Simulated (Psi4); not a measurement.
Conformational energy of C2H4O2, SMILES COC=O. Scanned: dihedral C1–O2–C3–O4; all other coordinates were relaxed at B3LYP-D3(BJ)/def2-SVP. Points at φ and −φ are mirror images. Heavy atoms are numbered in the order of the SMILES COC=O, hydrogens after them in the order of the atoms that carry them; the mirror image has the same energies with the sign of each dihedral reversed.

- PBE/def2-TZVP // B3LYP-D3(BJ)/def2-SVP (Psi4)
- PBE-D3(BJ)/def2-TZVP // B3LYP-D3(BJ)/def2-SVP (Psi4)
- PBE0/def2-TZVP // B3LYP-D3(BJ)/def2-SVP (Psi4)
- MP2/cc-pVTZ = DF-MP2 (frozen core)/cc-pVTZ // B3LYP-D3(BJ)/def2-SVP (Psi4 1.11)

Energies relative to the lowest point of each profile, in kJ/mol; the last columns give the difference from MP2:

| φ / ° | PBE/def2-TZVP | PBE-D3(BJ)/def2-TZVP | PBE0/def2-TZVP | MP2/cc-pVTZ | PBE/def2-TZVP − MP2/cc-pVTZ | PBE-D3(BJ)/def2-TZVP − MP2/cc-pVTZ | PBE0/def2-TZVP − MP2/cc-pVTZ |
|---|---|---|---|---|---|---|---|
| -150 | 25.6 | 25.9 | 26.8 | 29.5 | -4.0 | -3.7 | -2.8 |
| -120 | 46.5 | 46.7 | 46.1 | 47.9 | -1.4 | -1.2 | -1.8 |
| -90 | 59.6 | 59.9 | 57.8 | 58.9 | 0.8 | 1.0 | -1.1 |
| -60 | 43.0 | 43.2 | 42.4 | 43.5 | -0.4 | -0.2 | -1.1 |
| -30 | 14.3 | 14.4 | 14.4 | 14.7 | -0.4 | -0.3 | -0.4 |
| 0 | 0.0 | 0.0 | 0.0 | 0.0 | 0.0 | 0.0 | 0.0 |
| 30 | 14.3 | 14.4 | 14.4 | 14.7 | -0.4 | -0.3 | -0.4 |
| 60 | 43.0 | 43.2 | 42.4 | 43.5 | -0.4 | -0.2 | -1.1 |
| 90 | 59.6 | 59.9 | 57.8 | 58.9 | 0.8 | 1.0 | -1.1 |
| 120 | 46.5 | 46.7 | 46.1 | 47.9 | -1.4 | -1.2 | -1.8 |
| 150 | 25.6 | 25.9 | 26.8 | 29.5 | -4.0 | -3.7 | -2.8 |
| 180 | 17.2 | 17.5 | 19.2 | 22.5 | -5.3 | -5.0 | -3.3 |

PBE/def2-TZVP is furthest from MP2/cc-pVTZ at 180 (-5.3 kJ/mol, below); its mean absolute difference over the points is 1.6 kJ/mol.

PBE-D3(BJ)/def2-TZVP is furthest from MP2/cc-pVTZ at 180 (-5.0 kJ/mol, below); its mean absolute difference over the points is 1.5 kJ/mol.

PBE0/def2-TZVP is furthest from MP2/cc-pVTZ at 180 (-3.3 kJ/mol, below); its mean absolute difference over the points is 1.5 kJ/mol.
